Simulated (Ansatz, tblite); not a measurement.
Cost and result up the ladder for MgO2⁻ (the lowest doublet isomer of a short search) (3 atoms). The state is a doublet with charge -1. Geometry: r2SCAN-D4/def2-TZVPD.

```xyz
3

Mg    0.002    0.002    0.002
O     0.835   -1.348    0.926
O    -0.836    1.346   -0.928
```

Ansatz on 4 threads of Arm Neoverse V1 on a shared host; xTB runs through tblite on one thread. Times are rough, summed over both states, and most runs start from the orbitals of an earlier one. RPA@PBE/def2-TZVPD serves as the yardstick here, not as an exact answer. The other state is a quartet at its own geometry.

The xTB rows come from tblite. LC-ωPBE has ω = 0.4 bohr⁻¹. B3LYP takes the VWN-RPA correlation. Correlated methods freeze 3 core orbitals; core or outer-core shells of Mg are correlated, in sets that lack core-valence functions. The structure comes from a short search, and lower isomers may exist.

Run but left out: HF/STO-3G (doublet: a determinant that CCSD turns far, T1 0.149); HF/def2-TZVPD, HF/def2-TZVPPD, B2PLYP/def2-TZVPD, MP2/def2-TZVPD, MP2/def2-TZVPPD, CCSD/def2-TZVPPD, CCSD(T)/def2-TZVPPD (doublet: ⟨S²⟩ 1.02 to 1.59, where a pure state has 0.75).

Correlated methods converge slowly with the basis.

xTB has no spin-polarisation term.

```tsv
level	functions	wall time	quartet − doublet (eV)	difference from RPA@PBE/def2-TZVPD (eV)	remarks
GFN1-xTB	12	0.003 s	3.62	1.72	–
GFN2-xTB	17	0.006 s	3.25	1.36	–
B3LYP-D4/def2-TZVPD	115	5.5 s	1.38	-0.51	HOMO above zero (quartet)
PBE-D4/def2-TZVPD	115	7.3 s	1.91	0.02	HOMO above zero (quartet)
RPA@PBE/def2-TZVPD	115	7.7 s	1.90	0.00	–
LC-ωPBE/def2-TZVPD (with forces)	115	11 s	0.83	-1.07	–
r2SCAN-D4/def2-TZVPD	115	27 s	1.38	-0.52	HOMO above zero (doublet), HOMO above zero (quartet)
PBE0-D4/def2-TZVPD	115	31 s	1.05	-0.84	HOMO above zero (quartet), spin-contaminated (⟨S²⟩ 0.83) (doublet)
B97M-V/def2-TZVPD	115	43 s	1.44	-0.45	HOMO above zero (doublet), HOMO above zero (quartet)
```
